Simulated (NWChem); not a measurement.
Ionisation of Li (-1)

```
Li
```
Charge -1, spin multiplicity 1.

Everything below was run with NWChem.

Basis set: def2-TZVPD. −ε marks an orbital energy of the parent.

B3LYP has NWChem's definition, with VWN1-RPA local correlation.

Order these methods by the first vertical ionisation energy they give, lowest first: −ε(HOMO) of HF, −ε(HOMO) of PBE0, −ε(HOMO) of PBE, G0W0@PBE0, −ε(HOMO) of B3LYP, −ε(HOMO) of LC-wPBE (omega 0.3 per bohr).

−ε(HOMO) of PBE (-1.48 eV), −ε(HOMO) of B3LYP (-1.19 eV), −ε(HOMO) of PBE0 (-0.98 eV), −ε(HOMO) of HF (-0.12 eV), G0W0@PBE0 (0.26 eV), −ε(HOMO) of LC-wPBE (omega 0.3 per bohr) (0.47 eV)
